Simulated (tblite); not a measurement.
C5H9O (doublet state).
Bonds: C1–C2, C2–C3, C2–C4, C4–C5, C4–O6 (double). Hydrogens: H7, H8, H9 on C1; H10, H11, H12 on C3; H13, H14, H15 on C5.

The geometry is computed with GFN2-xTB (gas phase). This method treats the open shell by occupation alone, without spin polarisation.

(1) Give the optimised bond lengths and angles.

Answers

(1) 
```csv
bond,length (Å),order
"C1–C2, C2–C3",1.482,single
C2–C4,1.431,single
C4–C5,1.515,single
C4=O6,1.234,double
C1–H7 and 5 like bonds,1.090,single
"C5–H13, C5–H14, C5–H15",1.087,single
```

Bonds in one row agree within 0.01 Å and their mean is given. Orders are formal, as drawn. A selection of angles:
```csv
angle,degrees
C2–C1–H7,110.6
C2–C1–H8,109.8
H7–C1–H8,109.4
H7–C1–H9,106.8
C1–C2–C3,118.9
C1–C2–C4,118.9
C3–C2–C4,122.2
C2–C4–C5,117.5
C2–C4–O6,121.8
C5–C4–O6,120.7
C4–C5–H13,108.9
C4–C5–H14,110.7
H13–C5–H14,109.2
H14–C5–H15,108.4
```

Dihedral angles: C1–C2–C4–C5 180° (antiperiplanar). The mirror-image conformer, all signs reversed, is as good.

The 6 heavy atoms lie in one plane (0.001 Å rms). Of the pairs four or more bonds apart, O6···H8 is among the closest relative to their van der Waals radii: 2.34 Å, 86 % of the sum of Bondi's values. The 4 C–C bonds span 1.431 Å (C2–C4, drawn single in one of several resonance forms) to 1.515 Å (C4–C5, drawn single), a spread of 0.084 Å. C4 (carbon bonded to 2 C and O) is planar (angles 121.8°, 120.7° and 117.5°, sum 360.0°, 0.00 Å off the plane of its three neighbours). C2 (carbon bonded to 3 C) is planar (angles 122.2°, 118.9° and 118.9°, sum 360.0°, 0.00 Å off the plane of its three neighbours).

Point group: near Cs, missed by 0.09 Å at most; the miss may be what the optimiser left on a soft mode. Its GFN2-xTB frequencies are all real (lowest 75 cm⁻¹). 2 starts were optimised and ended at 0.00 and 0.02 kcal/mol (GFN2-xTB); the lowest of these is shown.

The run took 0.55 s on one thread, Arm Neoverse V1 (aarch64), shared host with 32 logical CPUs at a one-minute load of 16. These figures are those of the optimisation.
